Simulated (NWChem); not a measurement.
System: propyne (C3H4); SMILES C#CC

NWChem input:

```
start job
memory heap 200 mb stack 900 mb global 1100 mb
geometry units angstroms noautoz
  C     -0.000328    -1.232770    -0.001813
  C     -0.001502     0.220758     0.000005
  C     -0.002452     1.431562    -0.001731
  H     -0.754431    -1.627177    -0.700458
  H     -0.226679    -1.631468     0.999233
  H      0.981209    -1.627193    -0.307400
  H     -0.005144     2.505555    -0.005438
end
basis spherical
  * library def2-tzvp
end
dft
  xc b3lyp
  iterations 150
  mulliken
end
task dft energy
```

All runs use the structure optimised with PBE0/def2-SVP.

Question: Predict the main results of this run. (B3LYP/def2-TZVP.) Quantities: basis functions; energy (Ha); highest occupied level (eV); orbital gap (eV); dipole (D).

Answer: 
```json
{
  "number_of_basis_functions": "117",
  "energy (Ha)": "-116.70",
  "highest occupied level (eV)": "-7.45",
  "orbital gap (eV)": "8.39",
  "dipole (D)": "0.82"
}
```
